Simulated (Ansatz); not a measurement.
Two structures of C2H4N, doublet, reached by relaxing down either side of one saddle point (PBE0-D4/def2-TZVP). Energies are electronic, without zero-point energy. Computed with Ansatz 0.2.0 (basis: def2-TZVPP and def2-QZVPP); correlated methods freeze the cores; orbitals are unrestricted. Extrapolation: Hartree–Fock as exp(−7.88 √X), correlation as X^−2.97. First:

```
7
angstrom
C 0.8476 -0.5533 0.7585
C 1.6507 -1.0781 1.4773
N -1.3809 0.9035 -1.2364
H 0.1287 -0.0834 0.1152
H 2.3636 -1.5444 2.1155
H -2.1631 1.5114 -0.9720
H -1.4466 0.8444 -2.2580
```

Second:

```xyz
7
angstrom
C -0.0713 -0.5266 0.1193
C 0.9607 -0.5069 0.9308
N -0.7112 0.5573 -0.4821
H -0.5490 -1.4814 -0.0980
H 1.6388 0.1843 1.4036
H -0.1802 1.4146 -0.4775
H -1.0879 0.3587 -1.3960
```

Which bonds change from the first to the second?

C₂H₂ (C#C) + NH₂ → C₂H₄N ([CH][CH][NH2]); bonds formed: C1–N3.

Give the saddle point's structure and its height above each. (An estimate is asked for; the value comes from the calculation.)

By the calculation: 0.333 eV above the first and 1.382 eV above the second (CCSD(T) at an estimated basis limit (MP2 extrapolated from triple and quadruple zeta, plus CCSD(T) − MP2 in triple zeta)).
```csv
atom,x (Å),y (Å),z (Å)
C1,-0.0399,-0.8551,0.4250
C2,1.0322,-0.4140,0.7883
N3,-0.9791,0.5938,-0.8493
H4,-0.8695,-1.5146,0.3095
H5,1.9415,0.0841,1.0326
H6,-0.8918,1.3901,-0.2122
H7,-0.1934,0.7157,-1.4939
```

No T1 diagnostic of these runs exceeds 0.035. ⟨S²⟩ of the unrestricted Hartree–Fock references: 0.76 to 0.96 (a pure state has 0.75). The unrestricted reference is spin-contaminated, which hurts MP2 most.

Labels in which every atom is bracketed show which atoms are joined, not bond orders.

For scale, one of the runs: CCSD(T)/def2-TZVPP, 149 basis functions, launched by `ansatz run in.yaml --threads 2 --pin off --events-out ev --progress --plain --max-ram 4352MiB`. Hardware: 2 CPU threads of an Arm Neoverse V1, shared host. Wall time 57 s; peak host memory 2.3 GiB.
